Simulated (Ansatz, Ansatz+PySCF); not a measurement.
```xyz
9

C     0.8239   -0.0060   -0.0268
C    -0.4704    0.7229    0.0192
C    -0.4099   -0.7766    0.0354
H     1.4235    0.0005    0.8848
H     1.4426    0.0372   -0.9435
H    -0.6852    1.2485   -0.9252
H    -0.7202    1.2861    0.8718
H    -0.6946   -1.2322    0.9147
H    -0.7763   -1.2798   -0.9329
```

RHF-MP2 on singlet C3H6 was run in several spherical basis sets with Ansatz (development build ahead of 0.2.0). Frozen core: 3 orbitals.

(1) Rank the basis sets by the total energy that they give, lowest first, with the distance from the lowest.
A. 6-31G(d)
B. def2-SVP
C. 6-31G
D. cc-pVDZ
E. def2-TZVP

Results:

(1) E (0.00 eV), D (3.04 eV), A (4.28 eV), B (5.48 eV), C (8.86 eV).

Totals follow the description of the cores as much as that of the bonds, so this order isn't one of quality for chemistry.
